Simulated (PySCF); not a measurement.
**CH8BN: geometry, NMR shifts, spin-spin couplings, electronic excitations and core binding energies**

Aim: predict the NMR shifts, spin-spin couplings, electronic excitations and core binding energies of CH8BN (`[BH3-][NH2+]C`).

Computed with PySCF 2.14.0, with density-fitted response routines of our own, on a single molecule in the gas phase. Atoms are numbered from 0 throughout.

### Step 1. Starting geometry

11 atoms, charge 0, multiplicity 1; geometry from: GFN2-xTB. The atoms were then displaced at random by about 0.03 Å, so the start is not that level's minimum.

Bonds of the start (Å): B0–N1 1.66, N1–C2 1.50, B0–H3 1.19, B0–H4 1.28, B0–H5 1.22, N1–H6 1.03, N1–H7 1.01, C2–H8 1.04, C2–H9 1.14, C2–H10 1.04.

### Step 2. Relaxing the molecule at PBE0-D3(BJ)/def2-SVP

Job settings and geometry (Å):

```
{"job": {"xc": "PBE0", "basis": "def2-SVP", "d3": "d3bj", "grid": 1, "shake": 0.03, "kind": "geom"}, "charge": 0, "multiplicity": 1}
B      1.315000     0.421250    -0.078690
N      0.023720    -0.629360    -0.057330
C     -1.345550    -0.040990     0.090210
H      2.347410    -0.126830    -0.293390
H      0.986290     1.217610    -1.020360
H      1.232530     1.048650     0.966050
H      0.288280    -1.250460     0.716470
H      0.145190    -1.118430    -0.936500
H     -2.075910    -0.777120     0.209220
H     -1.306830     0.536880     1.067670
H     -1.501220     0.638660    -0.684380
```

On the command line:

```
$ OMP_NUM_THREADS=1 python probes_run.py task.json out
```

One launch serves the whole session: the jobs run in the order shown.

**Question.** This job is followed by: GIAO PBE0/pcSseg-1 NMR shielding, non-relativistic, gas phase; B3LYP/pcJ-1 indirect spin-spin coupling, non-relativistic, gas phase; TDDFT CAM-B3LYP/def2-SVPD, vertical, gas phase, core orbitals frozen in the response; GIAO CAM-B3LYP/pcSseg-2 NMR shielding, non-relativistic, gas phase; delta-SCF UKS SCAN, pcX-2 on the ionised atom, pcseg-1 elsewhere, spin-free X2C. Predict these results of the whole session: rotational constants (main isotopes); 13C shifts against TMS (PBE0/pcSseg-1); 1H shifts against TMS (PBE0/pcSseg-1, means over atoms taken as alike); 11B shifts against BF3·OEt2 (PBE0/pcSseg-1); 15N shifts against NH3 (PBE0/pcSseg-1); largest coupling of the table (B3LYP/pcJ-1); lowest singlet (CAM-B3LYP/def2-SVPD); brightest single state of those computed; lowest triplet; vertical ionisation energy (ΔSCF); B1s binding energies, SCAN/pcX-2; N1s binding energies, SCAN/pcX-2; C1s binding energies, SCAN/pcX-2; range of the shift of N1.

**Answer**, as computed:

| quantity | value |
| --- | --- |
| rotational constants (main isotopes) | 28.33, 8.36, 7.41 GHz |
| 13C shifts against TMS (PBE0/pcSseg-1) | 35.6 ppm |
| 1H shifts against TMS (PBE0/pcSseg-1, means over atoms taken as alike) | 2.46, 2.43, 2.10 ppm |
| 11B shifts against BF3·OEt2 (PBE0/pcSseg-1) | -21.1 ppm |
| 15N shifts against NH3 (PBE0/pcSseg-1) | 49.3 ppm |
| largest coupling of the table (B3LYP/pcJ-1) | 1J(C,H) C2–H8, 145.6 Hz |
| lowest singlet (CAM-B3LYP/def2-SVPD) | 6.87 eV (181 nm), f = 0.022 |
| brightest single state of those computed | state 6, 8.47 eV, f = 0.070 |
| lowest triplet | 6.73 eV |
| vertical ionisation energy (ΔSCF) | 10.42 eV |
| B1s binding energies, SCAN/pcX-2 | B0 193.71 eV |
| N1s binding energies, SCAN/pcX-2 | N1 407.67 eV |
| C1s binding energies, SCAN/pcX-2 | C2 292.62 eV |
| range of the shift of N1 | 46.4 to 49.3 ppm |

In words: The start was shaken at random, so part of the energy gained undoes that. Over 4 steps the energy fell by 0.355 eV; of the close pairs, C2–H8 changed most, 1.044 to 1.101 Å. The most deshielded hydrogen is H8, H9, H10 (mean) (hydrogen on a methyl carbon bonded to N), at 2.46 ppm: its carbon carries N, an electronegative neighbour. At PBE0/pcSseg-1: The largest span, 59 ppm, is at C2, where the paramagnetic term is -98 ppm. In the run at B3LYP/pcJ-1, the largest coupling of the table is C2–H8 (mean over like pairs), 145.6 Hz, of which the Fermi-contact term gives 144.4 Hz. The lowest singlet, at 6.87 eV, is HOMO−1→LUMO 0.91 and is weak; of the 10 states computed, the strongest absorption comes from states 3 to 6 together at 8.47 eV. The lowest triplet lies 0.14 eV below the lowest singlet (triplets in Tamm-Dancoff, singlets in full TDDFT). The orbital energy would give 9.19 eV for ionisation, ΔSCF gives 10.42 eV. Across the 2 runs the shift of N1 moves most, between 46.4 (CAM-B3LYP/pcSseg-2) and 49.3 ppm (PBE0/pcSseg-1).
